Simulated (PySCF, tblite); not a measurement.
# 1-fluorobutane: a rotation path, then NMR shifts and spin-spin couplings on frames, part 3 of 3

tblite 0.8.0 and PySCF 2.14.0. Atoms count from 0.

## (10) J couplings: image 6, B3LYP/pcJ-1

Job settings and geometry (Å):

```
{"job": {"kind": "j", "xc": "B3LYP", "basis": "pcJ-1"}, "charge": 0, "multiplicity": 1}
C     -1.948300     0.013500    -0.086800
C     -0.551100     0.012000     0.518900
C      0.533300    -0.013700    -0.558600
C      1.943400     0.027600     0.035200
F      2.005400    -0.622300     1.245300
H     -2.110200    -0.885600    -0.677300
H     -2.090700     0.877700    -0.732900
H     -2.698300     0.043800     0.699400
H     -0.421400     0.896300     1.145000
H     -0.433200    -0.864100     1.159300
H      0.408200    -0.912500    -1.165700
H      0.420500     0.850000    -1.217000
H      2.276700     1.052200     0.229800
H      2.664900    -0.475300    -0.616800
```

With the program's defaults for keys left out, this is: B3LYP/pcJ-1 indirect spin-spin coupling, non-relativistic, gas phase.

Log:

```text
coarse grid: 11016 points
cycle   1  E = -257.5916293292  dE =  2.369e-01  |g| = 5.774e-01  |ddm| = 2.666e+00
cycle   2  E = -257.5455148258  dE =  4.611e-02  |g| = 7.983e-01  |ddm| = 1.008e+00
cycle   3  E = -257.6565961371  dE = -1.111e-01  |g| = 6.839e-02  |ddm| = 5.862e-01
cycle   4  E = -257.6571423296  dE = -5.462e-04  |g| = 3.953e-02  |ddm| = 6.301e-02
cycle   5  E = -257.6574570546  dE = -3.147e-04  |g| = 5.533e-03  |ddm| = 3.027e-02
cycle   6  E = -257.6574626584  dE = -5.604e-06  |g| = 1.799e-03  |ddm| = 5.073e-03
final grid: 104784 points
cycle   7  E = -257.7018999970  dE = -1.185e-04  |g| = 8.003e-03  |ddm| = 1.955e-02
cycle   8  E = -257.7018888099  dE =  1.119e-05  |g| = 1.097e-02  |ddm| = 1.312e-02
cycle   9  E = -257.7019139243  dE = -2.511e-05  |g| = 8.271e-04  |ddm| = 7.745e-03
cycle  10  E = -257.7019139781  dE = -5.375e-08  |g| = 5.554e-04  |ddm| = 9.234e-04
cycle  11  E = -257.7019140291  dE = -5.105e-08  |g| = 4.526e-05  |ddm| = 3.641e-04
cycle  12  E = -257.7019140295  dE = -3.974e-10  |g| = 1.691e-05  |ddm| = 4.257e-05
converged SCF energy = -257.7019140295

Indirect spin-spin couplings (Hz)
  i      j    bonds     total        FC       PSO       DSO        SD
  0 C    1 C    1     34.320    34.359    -0.212     0.174         -
  0 C    2 C    2      0.144     0.368    -0.233     0.009         -
  0 C    3 C    3      5.380     5.385     0.052    -0.057         -
  0 C    4 F    4      1.960     2.040     0.073    -0.194     0.041
  0 C    5 H    1    131.122   129.274     1.236     0.613         -
  0 C    6 H    1    131.069   129.213     1.244     0.612         -
  0 C    7 H    1    131.460   129.629     1.248     0.582         -
  0 C    8 H    2     -3.253    -3.246     0.199    -0.206         -
  0 C    9 H    2     -3.337    -3.332     0.187    -0.192         -
  0 C   10 H    3      2.412     2.422    -0.026     0.015         -
  0 C   11 H    3      3.120     3.130    -0.022     0.012         -
  0 C   12 H    4     -0.282    -0.278     0.232    -0.235         -
  0 C   13 H    4      0.220     0.220     0.288    -0.288         -
  1 C    2 C    1     34.168    34.485    -0.535     0.219         -
  1 C    3 C    2     -1.983    -1.916    -0.091     0.025         -
  1 C    4 F    3     15.086    15.945    -1.269     0.117     0.292
  1 C    5 H    2     -4.047    -4.098     0.231    -0.181         -
  1 C    6 H    2     -4.186    -4.226     0.228    -0.188         -
  1 C    7 H    2     -2.792    -2.808     0.206    -0.190         -
  1 C    8 H    1    132.117   130.323     0.895     0.899         -
  1 C    9 H    1    137.908   136.248     0.746     0.915         -
  1 C   10 H    2     -3.211    -3.233     0.113    -0.090         -
  1 C   11 H    2     -4.835    -4.859     0.135    -0.110         -
  1 C   12 H    3      0.639     0.615     0.136    -0.112         -
  1 C   13 H    3      5.346     5.377     0.376    -0.408         -
  2 C    3 C    1     37.759    38.166    -0.645     0.238         -
  2 C    4 F    2     18.688    14.893     1.682    -0.066     2.179
  2 C    5 H    3      2.800     2.811    -0.048     0.037         -
  2 C    6 H    3      2.749     2.756    -0.051     0.044         -
  2 C    7 H    3     12.199    12.233     0.380    -0.414         -
  2 C    8 H    2     -3.309    -3.290     0.068    -0.087         -
  2 C    9 H    2     -4.297    -4.315     0.081    -0.063         -
  2 C   10 H    1    133.931   132.154     0.872     0.905         -
  2 C   11 H    1    131.403   129.560     0.948     0.895         -
  2 C   12 H    2     -0.089     0.027     0.022    -0.138         -
  2 C   13 H    2     -0.623    -0.517     0.030    -0.136         -
  3 C    4 F    1   -224.762  -274.816    27.408     0.675    21.970
  3 C    5 H    4     -0.242    -0.241     0.198    -0.199         -
  3 C    6 H    4     -0.179    -0.158     0.159    -0.179         -
  3 C    7 H    4      1.176     1.188     0.265    -0.277         -
  3 C    8 H    3      2.474     2.510    -0.117     0.081         -
  3 C    9 H    3      1.847     1.840     0.031    -0.024         -
  3 C   10 H    2     -4.233    -4.034    -0.142    -0.057         -
  3 C   11 H    2      1.260     1.269    -0.001    -0.009         -
  3 C   12 H    1    153.297   152.625    -0.322     0.994         -
  3 C   13 H    1    151.070   150.413    -0.320     0.976         -
  4 F    5 H    5     -0.422    -0.273     0.542    -0.643    -0.048
  4 F    6 H    5      1.314     1.311     1.020    -0.938    -0.079
  4 F    9 H    4      2.344     3.007    -1.809     1.251    -0.106
  4 F   10 H    3     -0.220    -1.906     2.649    -0.886    -0.078
  4 F   11 H    3     28.524    29.604     1.125    -1.954    -0.252
  4 F   12 H    2     55.192    49.810    10.128    -1.190    -3.557
  4 F   13 H    2     53.684    48.034    10.464    -1.237    -3.576
  5 H    6 H    2    -12.777   -12.877     2.787    -2.686         -
  5 H    7 H    2    -13.706   -13.793     2.848    -2.761         -
  5 H    8 H    3     15.347    15.451     2.760    -2.864         -
  5 H    9 H    3      4.401     4.491     0.323    -0.414         -
  5 H   10 H    4     -0.229    -0.265    -1.289     1.324         -
  5 H   11 H    4     -0.344    -0.244     0.436    -0.536         -
  6 H    7 H    2    -13.274   -13.363     2.870    -2.781         -
  6 H    8 H    3      3.863     3.971     0.448    -0.556         -
  6 H    9 H    3     15.824    15.918     2.742    -2.836         -
  6 H   10 H    4     -0.320    -0.221     0.411    -0.509         -
  6 H   11 H    4     -0.246    -0.283    -1.290     1.327         -
  7 H    8 H    3      3.983     4.094     0.322    -0.434         -
  7 H    9 H    3      3.639     3.744     0.345    -0.450         -
  7 H   10 H    4     -0.335    -0.253     1.440    -1.523         -
  7 H   11 H    4     -0.212    -0.127     1.438    -1.522         -
  7 H   13 H    5      0.323     0.382     1.203    -1.262         -
  8 H    9 H    2    -13.548   -13.730     2.121    -1.939         -
  8 H   10 H    3     14.214    14.307     2.692    -2.786         -
  8 H   11 H    3      3.877     3.952     0.307    -0.382         -
  8 H   12 H    4     -0.217    -0.205    -0.723     0.712         -
  8 H   13 H    4     -0.542    -0.425     1.698    -1.816         -
  9 H   10 H    3      4.797     4.859     0.137    -0.199         -
  9 H   11 H    3     13.826    13.917     2.679    -2.769         -
  9 H   12 H    4     -0.330    -0.181     1.205    -1.354         -
  9 H   13 H    4     -0.621    -0.478     1.213    -1.356         -
 10 H   11 H    2    -13.061   -13.240     2.264    -2.086         -
 10 H   12 H    3     12.556    12.704     2.468    -2.616         -
 10 H   13 H    3      9.435     9.480    -0.385     0.340         -
 11 H   12 H    3      6.782     6.790    -0.323     0.316         -
 11 H   13 H    3      0.163     0.262     1.012    -1.112         -
 12 H   13 H    2     -9.424    -9.431     2.300    -2.294         -
```

It took 25 s on 1 thread of INTEL XEON PLATINUM 8581C at 2.10GHz, shared host; peak memory 0.89 GiB.

This run: J(C3,F4) -224.8 Hz, J(C3,H12) 152.2 Hz, J(C1,H8) 135.0 Hz (means over like pairs).

## (11) NMR shieldings: image 8, PBE0/pcSseg-1

Job settings and geometry (Å):

```
{"job": {"kind": "nmr", "xc": "PBE0", "basis": "pcSseg-1", "pop": false}, "charge": 0, "multiplicity": 1}
C     -1.947500     0.021400    -0.088700
C     -0.552200     0.104100     0.516100
C      0.534200    -0.064000    -0.544600
C      1.931900     0.015600     0.050700
F      2.158000    -1.044800     0.897500
H     -2.103100    -0.944600    -0.563600
H     -2.085600     0.797200    -0.838900
H     -2.703700     0.150400     0.681700
H     -0.427000     1.070200     1.010800
H     -0.433500    -0.675500     1.270800
H      0.416800    -1.031900    -1.035900
H      0.441900     0.716700    -1.301900
H      2.065600     0.923700     0.648400
H      2.703400    -0.039100    -0.724600
```

Method: GIAO PBE0/pcSseg-1 NMR shielding, non-relativistic, gas phase.

Log:

```text
coarse grid: 11016 points
cycle   1  E = -257.2750295523  dE =  3.015e-01  |g| = 5.163e-01  |ddm| = 2.994e+00
cycle   2  E = -257.2494600744  dE =  2.557e-02  |g| = 6.734e-01  |ddm| = 8.249e-01
cycle   3  E = -257.3278381735  dE = -7.838e-02  |g| = 5.354e-02  |ddm| = 4.602e-01
cycle   4  E = -257.3282591680  dE = -4.210e-04  |g| = 2.594e-02  |ddm| = 4.756e-02
cycle   5  E = -257.3284018131  dE = -1.426e-04  |g| = 3.826e-03  |ddm| = 2.115e-02
cycle   6  E = -257.3284046518  dE = -2.839e-06  |g| = 1.272e-03  |ddm| = 3.653e-03
final grid: 104784 points
cycle   7  E = -257.3656231694  dE = -3.640e-05  |g| = 8.887e-03  |ddm| = 2.225e-02
cycle   8  E = -257.3656144996  dE =  8.670e-06  |g| = 1.111e-02  |ddm| = 1.503e-02
cycle   9  E = -257.3656423253  dE = -2.783e-05  |g| = 9.117e-04  |ddm| = 8.062e-03
cycle  10  E = -257.3656424501  dE = -1.248e-07  |g| = 2.117e-04  |ddm| = 7.232e-04
cycle  11  E = -257.3656424567  dE = -6.616e-09  |g| = 4.736e-05  |ddm| = 1.461e-04
cycle  12  E = -257.3656424572  dE = -4.674e-10  |g| = 1.592e-05  |ddm| = 4.432e-05
converged SCF energy = -257.3656424572

GIAO shielding tensors (ppm)
atom      isotropic    diamagn.    paramagn.     s11        s22        s33       span
  0 C      169.965     246.179     -76.213    159.350    163.325    187.221     27.871
  1 C      162.334     248.103     -85.768    146.325    169.888    170.790     24.464
  2 C      148.546     249.430    -100.883    134.789    145.730    165.121     30.332
  3 C       99.524     240.233    -140.708     63.908     85.326    149.339     85.431
  4 F      421.494     473.496     -52.001    374.107    431.420    458.955     84.848
  5 H       30.760      29.714       1.046     26.632     28.894     36.754     10.122
  6 H       30.809      29.757       1.052     26.857     28.860     36.711      9.854
  7 H       30.364      28.534       1.830     25.748     27.716     37.628     11.880
  8 H       30.551      31.884      -1.333     25.781     29.825     36.046     10.265
  9 H       29.784      31.538      -1.753     24.613     30.253     34.487      9.874
 10 H       29.939      31.568      -1.628     26.216     29.312     34.289      8.073
 11 H       30.586      31.933      -1.347     26.568     29.745     35.443      8.875
 12 H       27.127      28.770      -1.642     22.877     27.422     31.083      8.205
 13 H       26.749      27.677      -0.927     22.087     27.145     31.015      8.928
```

Run time: 8.6 s. Hardware: 1 thread of INTEL XEON PLATINUM 8581C at 2.10GHz, shared host; peak memory 0.64 GiB.

This run: δ C3 87.4, C2 38.4, C1 24.6, C0 17.0, H13 4.97, H12 4.59 ppm.

## (12) J couplings: image 8, B3LYP/pcJ-1

Same as in step 11 but for these lines:

```diff
@@ -1,2 +1,2 @@
-{"job": {"kind": "nmr", "xc": "PBE0", "basis": "pcSseg-1", "pop": false}, "charge": 0, "multiplicity": 1}
+{"job": {"kind": "j", "xc": "B3LYP", "basis": "pcJ-1"}, "charge": 0, "multiplicity": 1}
 C     -1.947500     0.021400    -0.088700
```

Level: B3LYP/pcJ-1 indirect spin-spin coupling, non-relativistic, gas phase.

Log:

```text
coarse grid: 11016 points
cycle   1  E = -257.5942986905  dE =  2.404e-01  |g| = 5.807e-01  |ddm| = 2.663e+00
cycle   2  E = -257.5470308464  dE =  4.727e-02  |g| = 8.050e-01  |ddm| = 9.951e-01
cycle   3  E = -257.6601429368  dE = -1.131e-01  |g| = 6.840e-02  |ddm| = 5.776e-01
cycle   4  E = -257.6606888089  dE = -5.459e-04  |g| = 3.978e-02  |ddm| = 6.218e-02
cycle   5  E = -257.6610074643  dE = -3.187e-04  |g| = 5.458e-03  |ddm| = 2.981e-02
cycle   6  E = -257.6610128992  dE = -5.435e-06  |g| = 1.788e-03  |ddm| = 4.989e-03
final grid: 104784 points
cycle   7  E = -257.7050749450  dE = -1.178e-04  |g| = 8.332e-03  |ddm| = 1.952e-02
cycle   8  E = -257.7050627486  dE =  1.220e-05  |g| = 1.151e-02  |ddm| = 1.363e-02
cycle   9  E = -257.7050898462  dE = -2.710e-05  |g| = 8.295e-04  |ddm| = 7.900e-03
cycle  10  E = -257.7050899038  dE = -5.763e-08  |g| = 5.560e-04  |ddm| = 8.955e-04
cycle  11  E = -257.7050899561  dE = -5.230e-08  |g| = 4.431e-05  |ddm| = 3.575e-04
cycle  12  E = -257.7050899565  dE = -3.715e-10  |g| = 1.710e-05  |ddm| = 4.299e-05
converged SCF energy = -257.7050899565

Indirect spin-spin couplings (Hz)
  i      j    bonds     total        FC       PSO       DSO        SD
  0 C    1 C    1     34.169    34.206    -0.209     0.172         -
  0 C    2 C    2     -0.175     0.050    -0.235     0.010         -
  0 C    3 C    3      6.065     6.084     0.036    -0.056         -
  0 C    5 H    1    131.838   130.005     1.222     0.611         -
  0 C    6 H    1    131.013   129.155     1.246     0.612         -
  0 C    7 H    1    131.276   129.444     1.252     0.580         -
  0 C    8 H    2     -3.377    -3.369     0.202    -0.210         -
  0 C    9 H    2     -3.509    -3.504     0.196    -0.201         -
  0 C   10 H    3      2.474     2.481    -0.027     0.020         -
  0 C   11 H    3      2.934     2.943    -0.011     0.002         -
  0 C   12 H    4     -0.285    -0.280     0.215    -0.219         -
  0 C   13 H    4      0.774     0.775     0.290    -0.292         -
  1 C    2 C    1     34.315    34.616    -0.518     0.217         -
  1 C    3 C    2     -1.402    -1.268    -0.164     0.030         -
  1 C    4 F    3      1.567     2.385    -0.768     0.016    -0.066
  1 C    5 H    2     -3.999    -4.054     0.240    -0.186         -
  1 C    6 H    2     -4.080    -4.116     0.224    -0.188         -
  1 C    7 H    2     -2.974    -2.990     0.215    -0.199         -
  1 C    8 H    1    131.592   129.774     0.941     0.877         -
  1 C    9 H    1    135.451   133.753     0.807     0.891         -
  1 C   10 H    2     -2.521    -2.552     0.125    -0.095         -
  1 C   11 H    2     -3.972    -3.964     0.115    -0.122         -
  1 C   12 H    3      4.562     4.506    -0.034     0.090         -
  1 C   13 H    3      8.523     8.564     0.389    -0.429         -
  2 C    3 C    1     37.816    38.601    -1.024     0.239         -
  2 C    4 F    2     19.274    18.123    -0.345    -0.056     1.553
  2 C    5 H    3      2.898     2.908    -0.053     0.044         -
  2 C    6 H    3      2.829     2.833    -0.051     0.047         -
  2 C    7 H    3     12.103    12.139     0.376    -0.413         -
  2 C    8 H    2     -2.999    -2.983     0.077    -0.093         -
  2 C    9 H    2     -3.871    -3.870     0.067    -0.069         -
  2 C   10 H    1    135.025   133.288     0.799     0.938         -
  2 C   11 H    1    130.178   128.317     0.957     0.904         -
  2 C   12 H    2     -0.514    -0.409     0.025    -0.130         -
  2 C   13 H    2     -0.116     0.036    -0.008    -0.144         -
  3 C    4 F    1   -223.286  -274.324    28.104     0.671    22.263
  3 C    5 H    4     -0.275    -0.272     0.197    -0.200         -
  3 C    6 H    4     -0.206    -0.182     0.155    -0.179         -
  3 C    7 H    4      1.215     1.229     0.253    -0.266         -
  3 C    8 H    3      2.876     2.944    -0.172     0.104         -
  3 C    9 H    3      2.097     2.151    -0.093     0.039         -
  3 C   10 H    2     -6.611    -6.484    -0.078    -0.049         -
  3 C   11 H    2      2.475     2.493    -0.004    -0.014         -
  3 C   12 H    1    152.707   152.061    -0.368     1.014         -
  3 C   13 H    1    151.674   151.002    -0.311     0.982         -
  4 F    6 H    5      1.381     1.357     1.029    -0.952    -0.054
  4 F    9 H    4      0.580     0.800    -1.020     1.011    -0.211
  4 F   10 H    3     13.260    11.847     1.895    -0.094    -0.388
  4 F   11 H    3     42.479    43.990     0.745    -2.059    -0.198
  4 F   12 H    2     53.994    48.092    10.526    -1.211    -3.414
  4 F   13 H    2     53.344    47.819    10.297    -1.275    -3.497
  5 H    6 H    2    -12.849   -12.949     2.787    -2.687         -
  5 H    7 H    2    -13.616   -13.702     2.863    -2.777         -
  5 H    8 H    3     15.240    15.346     2.776    -2.883         -
  5 H    9 H    3      4.278     4.374     0.365    -0.461         -
  5 H   10 H    4     -0.212    -0.252    -1.317     1.358         -
  5 H   11 H    4     -0.328    -0.229     0.459    -0.558         -
  6 H    7 H    2    -13.377   -13.464     2.868    -2.781         -
  6 H    8 H    3      4.147     4.256     0.428    -0.537         -
  6 H    9 H    3     15.580    15.680     2.757    -2.857         -
  6 H   10 H    4     -0.305    -0.211     0.395    -0.490         -
  6 H   11 H    4     -0.236    -0.269    -1.256     1.289         -
  7 H    8 H    3      3.710     3.828     0.362    -0.481         -
  7 H    9 H    3      3.708     3.818     0.369    -0.479         -
  7 H   10 H    4     -0.300    -0.220     1.425    -1.504         -
  7 H   11 H    4     -0.281    -0.198     1.443    -1.527         -
  7 H   12 H    5     -0.165    -0.126     0.785    -0.823         -
  7 H   13 H    5      0.342     0.396     1.216    -1.270         -
  8 H    9 H    2    -12.821   -12.993     2.227    -2.055         -
  8 H   10 H    3     13.010    13.101     2.690    -2.781         -
  8 H   11 H    3      3.857     3.931     0.286    -0.360         -
  8 H   12 H    4     -0.240    -0.321    -1.515     1.595         -
  8 H   13 H    4     -0.279    -0.176     1.380    -1.484         -
  9 H   10 H    3      4.190     4.254     0.168    -0.232         -
  9 H   11 H    3     14.285    14.381     2.691    -2.786         -
  9 H   12 H    4     -0.366    -0.265     0.205    -0.306         -
  9 H   13 H    4     -0.709    -0.575     1.650    -1.784         -
 10 H   11 H    2    -14.054   -14.239     2.274    -2.089         -
 10 H   12 H    3     12.880    13.025     2.704    -2.849         -
 10 H   13 H    3      3.401     3.487     0.330    -0.415         -
 11 H   12 H    3      1.000     1.054     0.488    -0.543         -
 11 H   13 H    3      2.563     2.621     0.111    -0.169         -
 12 H   13 H    2     -8.887    -8.896     2.301    -2.293         -
```

It took 25 s on 1 thread of INTEL XEON PLATINUM 8581C at 2.10GHz, shared host; peak memory 0.89 GiB.

Key values: J(C3,F4) -223.3 Hz, J(C3,H12) 152.2 Hz, J(C1,H8) 133.5 Hz (means over like pairs).

## (13) Run by run: NMR shifts

Shifts (ppm) of some atoms, chosen among heavy atoms and hydrogens apart, with basis size and wall time:

| frame | C3 | C2 | C1 | C0 | H8 | H9 | F4 | functions | time |
| --- | --- | --- | --- | --- | --- | --- | --- | --- | --- |
| image 0 | 87.4 | 38.4 | 24.6 | 17.0 | 1.94 | 1.17 | -250.6 | 130 | 9.1 s |
| image 2 | 84.1 | 36.2 | 20.8 | 16.8 | 1.84 | 1.29 | -260.2 | 130 | 9 s |
| image 4 | 82.3 | 34.2 | 20.1 | 16.7 | 1.60 | 1.58 | -265.8 | 130 | 9 s |
| image 6 | 84.2 | 36.2 | 21.1 | 16.7 | 1.29 | 1.84 | -260.2 | 130 | 8.6 s |
| image 8 | 87.4 | 38.4 | 24.6 | 17.0 | 1.17 | 1.93 | -250.5 | 130 | 8.6 s |

## (14) Side by side: spin-spin couplings

Couplings (Hz), each a mean over the pairs like the one named, with basis size and wall time:

| frame | C3–F4 | C3–H12 | C1–H8 | C2–H10 | C0–H5 | F4–H12 | C2–C3 | functions | time |
| --- | --- | --- | --- | --- | --- | --- | --- | --- | --- |
| image 0 | -223.4 | 152.1 | 133.6 | 132.6 | 131.4 | 53.7 | 37.7 | 225 | 26 s |
| image 2 | -225.1 | 152.1 | 134.9 | 132.6 | 131.2 | 54.5 | 37.7 | 225 | 24 s |
| image 4 | -223.7 | 152.2 | 136.2 | 133.1 | 131.2 | 55.2 | 37.9 | 225 | 25 s |
| image 6 | -224.8 | 152.2 | 135.0 | 132.7 | 131.2 | 54.4 | 37.8 | 225 | 25 s |
| image 8 | -223.3 | 152.2 | 133.5 | 132.6 | 131.4 | 53.7 | 37.8 | 225 | 25 s |

## (15) Summary of results

What follows sums up all 3 parts.

```
                                            quantity                                                     value
                                             barrier                        0.156 eV (3.6 kcal/mol) at image 4
                               end to end (GFN2-xTB)                                                  0.000 eV
     ¹³C shifts against TMS (PBE0/pcSseg-1, image 0)                                87.4, 38.4, 24.6, 17.0 ppm
      ¹H shifts against TMS (PBE0/pcSseg-1, image 0)  4.96, 4.58, 1.94, 1.77, 1.36, 1.17, 1.14, 0.95, 0.93 ppm
   ¹⁹F shifts against CFCl3 (PBE0/pcSseg-1, image 0)                                                -250.6 ppm
largest coupling of the table (B3LYP/pcJ-1, image 0)                                  ¹J(C,F) C3–F4, -223.4 Hz
                            range of the shift of F4                                      -265.8 to -250.5 ppm
             range of J(C3,F4), mean over like pairs                                       -225.1 to -223.3 Hz
```

What this shows: Along the band the dihedral turns by 131°, and the top (dihedral 0°) lies 3.6 kcal/mol above the start (GFN2-xTB, rough), so at room temperature this motion is fast. The top was not checked by a frequency run. Shifts at one fixed geometry are not the observed spectrum, which averages over the motion. Of the pairs tabulated at B3LYP/pcJ-1, C3–F4 couples most strongly (-223.4 Hz; Fermi contact -274.3 Hz). In ppm, F4 moves most: its shift spreads over 15.3 ppm, from -265.8 (image 4) to -250.5 (image 8). The coupling C3–F4, as a mean over pairs of its kind, runs from -225.1 Hz (image 2) to -223.3 Hz (image 8).
